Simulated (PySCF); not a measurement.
Simulated C 1s region for `C/C([O-])=C(\C)F`, binding energy against the vacuum level.

Every computed line was given a Gaussian of 0.6 eV full width at half maximum and an area set by the number of equivalent atoms; the highest printed point is 100. Computed with delta-SCF UKS SCAN, pcX-2 on the ionised atom, pcseg-1 elsewhere, spin-free X2C (PySCF 2.14.0).

```json
{"binding energy (eV)": "284.4", "intensity": "0"}
{"binding energy (eV)": "284.5", "intensity": "0"}
{"binding energy (eV)": "284.6", "intensity": "1"}
{"binding energy (eV)": "284.7", "intensity": "4"}
{"binding energy (eV)": "284.8", "intensity": "9"}
{"binding energy (eV)": "284.9", "intensity": "17"}
{"binding energy (eV)": "285.0", "intensity": "28"}
{"binding energy (eV)": "285.1", "intensity": "42"}
{"binding energy (eV)": "285.2", "intensity": "57"}
{"binding energy (eV)": "285.3", "intensity": "70"}
{"binding energy (eV)": "285.4", "intensity": "82"}
{"binding energy (eV)": "285.5", "intensity": "93"}
{"binding energy (eV)": "285.6", "intensity": "99"}
{"binding energy (eV)": "285.7", "intensity": "100"}
{"binding energy (eV)": "285.8", "intensity": "94"}
{"binding energy (eV)": "285.9", "intensity": "83"}
{"binding energy (eV)": "286.0", "intensity": "72"}
{"binding energy (eV)": "286.1", "intensity": "64"}
{"binding energy (eV)": "286.2", "intensity": "58"}
{"binding energy (eV)": "286.3", "intensity": "53"}
{"binding energy (eV)": "286.4", "intensity": "45"}
{"binding energy (eV)": "286.5", "intensity": "35"}
{"binding energy (eV)": "286.6", "intensity": "23"}
{"binding energy (eV)": "286.7", "intensity": "13"}
{"binding energy (eV)": "286.8", "intensity": "7"}
{"binding energy (eV)": "286.9", "intensity": "3"}
{"binding energy (eV)": "287.0", "intensity": "1"}
{"binding energy (eV)": "287.1", "intensity": "0"}
{"binding energy (eV)": "287.2", "intensity": "0"}
```

Problem. Count the maxima, the lines and the sites behind this envelope.

Solution. The curve has 1 maximum (at 285.7 eV). Under it lie 4 lines from 4 inequivalent carbon sites. At this width some lines have no maximum of their own.

Problem. Decompose the envelope and assign each component. Numbering: `[CH3:1]/[C:2]([O-:3])=[C:4](\[CH3:5])[F:6]`.

Solution. 
```json
{"position (eV)": "285.27", "relative area": "1", "line": "C 1s", "atoms": "C4", "environment": "carbon bonded to 2 C and F"}
{"position (eV)": "285.64", "relative area": "1", "line": "C 1s", "atoms": "C1", "environment": "allylic carbon"}
{"position (eV)": "285.79", "relative area": "1", "line": "C 1s", "atoms": "C2", "environment": "vinylic carbon bearing oxygen"}
{"position (eV)": "286.30", "relative area": "1", "line": "C 1s", "atoms": "C5", "environment": "allylic carbon"}
```

Lowest listed C 1s: C4, bonded to F, C (double bond) and C. Highest, 1.03 eV above it: C5, bonded to C and 3 H. The widest gap between neighbouring values is 0.51 eV, between 285.79 and 286.30 eV.

The curve has no shake-up lines and no vibrational structure. The unrestricted hole states depart most from a pure doublet (⟨S²⟩ = 0.75; over 0.85 named) for C 1s of C2 (0.91), which makes this value less certain. The species carries charge -1, so core ionisation leaves a neutral species. The basis sets have no added diffuse functions. Isolated species at its GFN2-xTB geometry, gas phase.
